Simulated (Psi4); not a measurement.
# B3LYP/6-31G(d) (Cartesian functions) run of N2 (nitrogen)

What is the energy change on altering one bond length of N2 (nitrogen) at B3LYP/6-31G* (Cartesian functions)? 

The calculation is run with Psi4 1.11.

1 further run of the same task is left out (it didn't finish).

## (1) The structure to begin with

The species is N2 (2 atoms), meant as a singlet with charge 0. SMILES: `N#N`. The coordinates come from a PBE0-D4/def2-TZVP relaxation.

Bond lengths: N1–N2 1.090 Å.

## (2) Energy and gradient at B3LYP/6-31G(d) (Cartesian functions)

job.json

```json
{
  "schema_name": "qcschema_input",
  "schema_version": 1,
  "molecule": {
    "schema_name": "qcschema_molecule",
    "schema_version": 2,
    "symbols": ["N", "N"],
    "geometry": [0.87966751, -0.28402584, 0.45315632, -0.87966751, 0.28402584, -0.45315632],
    "molecular_charge": 0,
    "molecular_multiplicity": 1,
    "fix_symmetry": "c1",
    "fix_com": true,
    "fix_orientation": true
  },
  "driver": "gradient",
  "model": {
    "method": "b3lyp",
    "basis": "6-31G*"
  },
  "keywords": {
    "puream": false,
    "e_convergence": 1e-09,
    "d_convergence": 1e-08,
    "scf_type": "pk",
    "dft_radial_points": 99,
    "dft_spherical_points": 590
  }
}
```

The run is started by

```
psi4 --qcschema job.json -n 1 --memory 1600MB
```

stdout:

```text
[...]
  Running in c1 symmetry.
[...]
  Nuclear repulsion =   23.798341825492368
[...]
  Multiplicity = 1
[...]
  Nalpha       = 7
  Nbeta        = 7
[...]
    Number of basis functions: 30
[...]
   @RKS iter   1:  -109.48983549361209   -4.43881e-01   8.75084e-03 ADIIS/DIIS
[...]
   @RKS iter   7:  -109.52337605363115   -2.84217e-14   3.68439e-10 DIIS
[...]
    Orbital Energies [Eh]
    ---------------------
    Doubly Occupied:
       1A    -14.443002     2A    -14.441115     3A     -1.133347
       4A     -0.549037     5A     -0.467442     6A     -0.467442
       7A     -0.427449
[...]
  @RKS Final Energy:  -109.52337605363115
   => Energetics <=
    Nuclear Repulsion Energy =             23.7983418254923684
    One-Electron Energy =                -194.8183431635857232
    Two-Electron Energy =                  72.5722992483385383
    DFT Exchange-Correlation Energy =     -11.0756739638763442
    Empirical Dispersion Energy =           0.0000000000000000
    VV10 Nonlocal Energy =                  0.0000000000000000
    Total Energy =                       -109.5233760536311536
[...]
 Multipole Moments:
 ------------------------------------------------------------------------------------
     Multipole            Electronic (a.u.)      Nuclear  (a.u.)        Total (a.u.)
 ------------------------------------------------------------------------------------
 L = 1.  Multiply by 2.5417464519 to convert [e a0] to [Debye]
 Dipole X            :         -0.0000000            0.0000000           -0.0000000
 Dipole Y            :          0.0000000            0.0000000            0.0000000
 Dipole Z            :         -0.0000000            0.0000000           -0.0000000
 Magnitude           :                                                    0.0000000
[...]
  -Total Gradient:
     Atom            X                  Y                   Z
    ------   -----------------  -----------------  -----------------
       1       -0.043601767454     0.014078078917    -0.022461232523
       2        0.043601767454    -0.014078078917     0.022461232523
[...]
```

The result, in JSON:

```text
{
 "driver": "gradient",
 "model": {
  "method": "b3lyp",
  "basis": "6-31G*"
 },
 "success": true,
 "return_result": [-0.043601767454236495, 0.014078078917177245, -0.0224612325230229, 0.043601767454237716, -0.014078078917227399, 0.022461232523005248],
 "properties": {
  "calcinfo_nbasis": 30,
  "calcinfo_nmo": 30,
  "calcinfo_nalpha": 7,
  "calcinfo_nbeta": 7,
  "calcinfo_natom": 2,
  "nuclear_repulsion_energy": 23.79834182549237,
  "return_energy": -109.52337605363115,
  "return_gradient": [-0.043601767454236495, 0.014078078917177245, -0.0224612325230229, 0.043601767454237716, -0.014078078917227399, 0.022461232523005248],
  "scf_one_electron_energy": -194.81834316358572,
  "scf_two_electron_energy": 72.57229924833854,
  "scf_xc_energy": -11.075673963876344,
  "scf_dipole_moment": [-4.376499163072367e-13, 1.2526091275333329e-13, -2.395861287141088e-13],
  "scf_total_energy": -109.52337605363115,
  "scf_total_gradient": [-0.043601767454236495, 0.014078078917177245, -0.0224612325230229, 0.043601767454237716, -0.014078078917227399, 0.022461232523005248],
  "scf_iterations": 7
 }
}
```

It took 1.9 s on 1 thread of AMD EPYC 9R45 (Zen 5), shared host; peak memory 0.3 GiB.

## (3) The distorted shape, same level

calc.py

```python
import psi4

psi4.set_memory('1600 MB')
psi4.set_num_threads(1)
psi4.set_output_file('n2.out', False)

geom = psi4.geometry("""
0 1
N
N 1 1.961201
units angstrom
symmetry c1
no_reorient
no_com
""")

psi4.set_options({
    'puream': False,
    'e_convergence': 1e-09,
    'd_convergence': 1e-08,
    'scf_type': 'pk',
    'dft_radial_points': 99,
    'dft_spherical_points': 590,
})

E, wfn = psi4.gradient("b3lyp/6-31G*", molecule=geom, return_wfn=True)
psi4.oeprop(wfn, "DIPOLE", "MULLIKEN_CHARGES", "QUADRUPOLE", title="B3LYP")
print('gradient / Eh bohr^-1')
print(E.np.round(6))
print(f'energy = {wfn.energy():.10f} Eh')
```

The run is started by

```
python calc.py
```

n2.out:

```text
[...]
  Running in c1 symmetry.
[...]
  Nuclear repulsion =   13.221328830053626
[...]
  Multiplicity = 1
[...]
  Nalpha       = 7
  Nbeta        = 7
[...]
    Number of basis functions: 30
[...]
   @RKS iter   1:  -109.09732490816482   -9.33842e-01   2.98018e-03 ADIIS/DIIS
[...]
   @RKS iter   6:  -109.10168498243003   -1.85594e-11   7.04059e-09 DIIS
[...]
    Orbital Energies [Eh]
    ---------------------
    Doubly Occupied:
       1A    -14.527361     2A    -14.527292     3A     -0.813619
       4A     -0.710619     5A     -0.362211     6A     -0.319559
       7A     -0.319559
[...]
  @RKS Final Energy:  -109.10168498243003
   => Energetics <=
    Nuclear Repulsion Energy =             13.2213288300536256
    One-Electron Energy =                -173.7659572823066014
    Two-Electron Energy =                  62.1497013507125757
    DFT Exchange-Correlation Energy =     -10.7067578808896382
    Empirical Dispersion Energy =           0.0000000000000000
    VV10 Nonlocal Energy =                  0.0000000000000000
    Total Energy =                       -109.1016849824300294
[...]
  -Total Gradient:
     Atom            X                  Y                   Z
    ------   -----------------  -----------------  -----------------
       1       -0.000000000000    -0.000000000000    -0.203536110203
       2        0.000000000000     0.000000000000     0.203536110203
[...]
 Multipole Moments:
 ------------------------------------------------------------------------------------
     Multipole            Electronic (a.u.)      Nuclear  (a.u.)        Total (a.u.)
 ------------------------------------------------------------------------------------
 L = 1.  Multiply by 2.5417464519 to convert [e a0] to [Debye]
 Dipole X            :         -0.0000000            0.0000000           -0.0000000
 Dipole Y            :         -0.0000000            0.0000000           -0.0000000
 Dipole Z            :         -0.0000024            0.0000000           -0.0000024
 Magnitude           :                                                    0.0000024
 L = 2.  Multiply by 1.3450342976 to convert [e a0^2] to [Debye ang]
 Quadrupole XX       :         -8.3529698            0.0000000           -8.3529698
 Quadrupole XY       :         -0.0000000            0.0000000           -0.0000000
[...]
  Mulliken Charges: (a.u.)
   Center  Symbol    Alpha    Beta     Spin     Total
       1     N     3.50000  3.50000  0.00000  0.00000
       2     N     3.50000  3.50000  0.00000 -0.00000
   Total alpha =  7.00000, Total beta =  7.00000, Total charge = -0.00000
```

Standard output:

```text
gradient / Eh bohr^-1
[[-0.       -0.       -0.203536]
 [ 0.        0.        0.203536]]
energy = -109.1016849824 Eh
```

Wall time 1.8 s (1 thread of AMD EPYC 9R45 (Zen 5), shared host); peak memory 0.3 GiB.

## (4) Summary of results

Level: B3LYP/6-31G* (Cartesian functions).

| quantity | value |
| --- | --- |
| first shape: total energy | -109.52338 Eh |
| first shape: dipole moment | 0.00 D |
| first shape: HOMO energy | -11.63 eV |
| first shape: LUMO energy | -0.45 eV |
| first shape: HOMO–LUMO gap | 11.18 eV |
| first shape: largest force on an atom | 2.624 eV/Å |
| distorted shape: total energy | -109.10168 Eh |
| distorted shape: dipole moment | 0.00 D |
| distorted shape: HOMO energy | -8.70 eV |
| distorted shape: LUMO energy | -5.69 eV |
| distorted shape: HOMO–LUMO gap | 3.00 eV |
| distorted shape: largest force on an atom | 10.466 eV/Å |
| energy change with the N1–N2 bond stretched from 1.090 to 1.961 Å | 11.475 eV |

What this shows: With the N1–N2 bond stretched from 1.090 to 1.961 Å the energy rises by 11.47 eV (1107 kJ/mol). The first shape isn't relaxed at this level, so the change isn't measured from a minimum. A restricted reference can't describe the breaking bond well at this length. The largest force (first shape) is 2.62 eV/Å: the shape isn't a stationary point for this species at this level.
